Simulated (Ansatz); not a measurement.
# A relaxation, step by step

CH8OSi, singlet, PBE0-D4/def2-TZVP (Ansatz 0.2.0). Settings:

```yaml
hamiltonian: {xc: pbe0, dispersion: d4}
relax: {f_tol: 0.005, max_steps: 200}
```

Start, a step off a saddle point along its unstable mode:

Si1  (-0.958, 0.041, 0.203)
O2  (0.599, 1.037, 1.048)
H3  (-1.605, -1.180, -0.267)
H4  (-1.530, 0.062, 1.633)
H5  (-1.523, 1.229, -0.467)
H6  (0.948, 0.542, 0.460)
C7  (0.666, -0.508, -0.909)
H8  (0.694, 0.770, 1.984)
H9  (0.839, -1.583, -0.772)
H10  (0.186, -0.349, -1.862)
H11  (1.683, -0.062, -1.051)
(Å)

| step | energy less the last (meV) | largest force component (eV/Å) |
| --- | --- | --- |
| 1 | 2266.4 | 8.278 |
| 4 | 465.1 | 0.671 |
| 7 | 99.6 | 0.231 |
| 10 | 63.5 | 0.253 |
| 13 | 38.3 | 0.091 |
| 16 | 31.1 | 0.053 |
| 19 | 28.3 | 0.104 |
| 22 | 25.9 | 0.103 |
| 25 | 24.7 | 0.048 |
| 28 (rejected trial) | 25.3 | 0.286 |
| 31 | 21.7 | 0.267 |
| 34 (rejected trial) | 29.1 | 0.961 |
| 37 (rejected trial) | 14.4 | 0.502 |
| 40 | 7.3 | 0.349 |
| 43 (rejected trial) | 1.5 | 0.251 |
| 46 (rejected trial) | 0.2 | 0.095 |
| 49 | 0.1 | 0.043 |
| 50 | 0.0 | 0.001 |

Step 13, positions (Å) and forces (eV/Å):

```
atom       x       y       z      Fx      Fy      Fz
 Si1  -1.203  -0.298  -0.174  -0.005  -0.044  -0.045
  O2   1.138   1.621   1.350  -0.091   0.034   0.006
  H3  -2.319  -1.187  -0.610   0.016   0.020   0.020
  H4  -1.044  -0.491   1.297   0.013  -0.001   0.004
  H5  -1.606   1.110  -0.420  -0.007   0.007  -0.002
  H6   2.001   1.215   1.444   0.065  -0.036   0.052
  C7   0.368  -0.734  -1.089  -0.006   0.014   0.016
  H8   0.592   1.219   2.032   0.036   0.011  -0.043
  H9   0.694  -1.750  -0.853  -0.007  -0.004   0.001
 H10   0.218  -0.669  -2.168  -0.011   0.002  -0.004
 H11   1.159  -0.036  -0.809  -0.002  -0.004  -0.005
```

Step 22, positions (Å) and forces (eV/Å):

| atom | x | y | z | Fx | Fy | Fz |
| --- | --- | --- | --- | --- | --- | --- |
| Si1 | -1.198 | -0.325 | -0.174 | 0.016 | -0.015 | 0.008 |
| O2 | 1.304 | 1.610 | 1.344 | -0.096 | -0.042 | 0.077 |
| H3 | -2.319 | -1.244 | -0.513 | -0.002 | 0.000 | -0.003 |
| H4 | -0.953 | -0.454 | 1.293 | -0.005 | 0.006 | -0.001 |
| H5 | -1.644 | 1.069 | -0.436 | -0.002 | 0.009 | 0.003 |
| H6 | 1.995 | 1.160 | 1.836 | -0.008 | 0.007 | -0.009 |
| C7 | 0.344 | -0.738 | -1.140 | -0.006 | -0.001 | -0.014 |
| H8 | 0.487 | 1.374 | 1.798 | 0.103 | 0.036 | -0.069 |
| H9 | 0.675 | -1.758 | -0.934 | 0.001 | -0.002 | 0.001 |
| H10 | 0.165 | -0.648 | -2.214 | -0.001 | -0.001 | 0.003 |
| H11 | 1.142 | -0.046 | -0.861 | 0.000 | 0.004 | 0.004 |

Step 25, positions (Å) and forces (eV/Å):

| atom | x | y | z | Fx | Fy | Fz |
| --- | --- | --- | --- | --- | --- | --- |
| Si1 | -1.181 | -0.330 | -0.159 | 0.007 | -0.009 | 0.006 |
| O2 | 1.326 | 1.621 | 1.350 | 0.046 | -0.039 | 0.030 |
| H3 | -2.311 | -1.240 | -0.493 | 0.000 | -0.001 | -0.005 |
| H4 | -0.919 | -0.472 | 1.304 | -0.002 | 0.006 | -0.006 |
| H5 | -1.624 | 1.069 | -0.405 | 0.002 | 0.003 | 0.007 |
| H6 | 1.921 | 1.073 | 1.870 | -0.048 | 0.036 | -0.035 |
| C7 | 0.348 | -0.739 | -1.149 | -0.013 | 0.005 | 0.009 |
| H8 | 0.458 | 1.471 | 1.732 | -0.002 | 0.005 | 0.004 |
| H9 | 0.680 | -1.761 | -0.953 | 0.005 | -0.004 | -0.004 |
| H10 | 0.153 | -0.643 | -2.219 | 0.003 | -0.001 | -0.005 |
| H11 | 1.149 | -0.049 | -0.877 | 0.002 | 0.000 | -0.002 |

Last step (50):

```xyz
11
angstrom
Si -1.0604 -0.4024 -0.0293
O 1.3869 1.4809 1.3164
H -2.2830 -1.1444 -0.4441
H -0.7424 -0.8120 1.3681
H -1.4048 1.0477 -0.0084
H 1.1017 0.9290 2.0488
C 0.3666 -0.7455 -1.1803
H 0.6575 2.0883 1.1697
H 0.6109 -1.8101 -1.1894
H 0.1226 -0.4448 -2.2015
H 1.2444 -0.1868 -0.8502
```

The run took about 72 s on 4 CPU threads of an Arm Neoverse V2 (shared host).
